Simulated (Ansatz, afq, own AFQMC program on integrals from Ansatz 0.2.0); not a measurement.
## BH$_{2}$, doublet → BH2⁺, triplet, worked out

```tsv
atom	x (Å)	y (Å)	z (Å)
B	0.0000	-0.0800	0.0000
H	0.0000	0.4291	-1.0770
H	0.0000	0.4291	1.0770
```

Both states at this geometry.

Basis cc-pVDZ. Only valence electrons are correlated. AFQMC by an in-house program on the Cholesky factors that Ansatz 0.2.0 writes for its CCSD(T) run. ph-AFQMC/CISD is guided by a CISD state made of CCSD amplitudes; releasing the constraint for a short imaginary time cuts its bias at the price of noise, slowly where states lie close. Error bars are statistical, one sigma.

Total energies in eV. CBS is CCSD(T) at the limit of def2-TZVPP/QZVPP (extrapolated itself); the highest rung of each member is named.

Cautions: BH₂⁺ (triplet): lower spins were not checked, the ph-AFQMC/CISD walk drifts between its halves (2.6 errors); this needn't be the first ionization.

| member | count | CCSD(T)/cc-pVDZ | highest rung in cc-pVDZ | which | CCSD(T)/CBS |
| --- | --- | --- | --- | --- | --- |
| BH₂⁺, triplet | +1 | -689.6805 | -689.6907 | FCI | -690.3222 |
| BH₂, doublet | -1 | -703.1510 | -703.1617 | FCI | -704.0185 |

**Question.** Work out the best estimate of the vertical ionization energy: the CCSD(T)/CBS difference plus the step from CCSD(T) to the highest rung.

**Answer.** Sums with the counts: CCSD(T)/CBS 13.6963 eV, highest rung 13.4710 eV, CCSD(T)/cc-pVDZ 13.4705 eV. The step is 13.4710 − 13.4705 = 0.0005 eV, so the best estimate is 13.6963 + (0.0005) = 13.6968 eV = 315.9 kcal/mol. The basis set is worth 0.226 eV of it. Zero-point, core-correlation and spin–orbit terms aren't in it.

Best estimates are given only where the step beyond CCSD(T) is under 0.3 eV and no member's determinant is very poor (T1 over 0.05, or 0.07 for open shells, ⟨S²⟩ too high by 0.3, two states mixed), so the hardest cases are missing from such tables.

Each member of a difference takes its own highest rung, so a best estimate needn't equal the limit plus the step of one row.
